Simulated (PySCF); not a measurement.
**`InChI=1S/C4H5P/c1-2-4-5-3-1/h1-5H`**

Geometry (Å), atoms numbered from 1 in this order:
```xyz
10

C    -0.361   -1.029    0.281
C     1.002   -0.587    0.006
C     1.099    0.706   -0.373
P    -0.550    1.414   -0.609
C    -1.297   -0.069    0.110
H    -0.588   -2.050    0.596
H     1.860   -1.258    0.104
H     2.031    1.211   -0.629
H    -0.619    2.314    0.492
H    -2.368   -0.213    0.257
```

Method used: PySCF, UKS CAM-B3LYP/def2-SVP four-point reorganisation energy, gas phase. Geometry: CAM-B3LYP/def2-SVP.

(1) What is the inner reorganisation energy for hole transfer, with the ionisation energy?

Answers

(1) λ = 0.272 (surface of the oxidised species) + 0.301 (surface of the starting species) = 0.573 eV. The ionisation energy is 8.84 eV vertical and 8.57 eV adiabatic without zero-point energy; at the relaxed geometry of the oxidised species the two energies differ by 8.27 eV. Largest bond changes: C1–C2 1.459 → 1.397 Å, C2–C3 1.351 → 1.408 Å, C5–C1 1.351 → 1.408 Å, C3–P4 1.810 → 1.802 Å, P4–C5 1.810 → 1.802 Å. ⟨S²⟩ of the relaxed oxidised species 0.776.
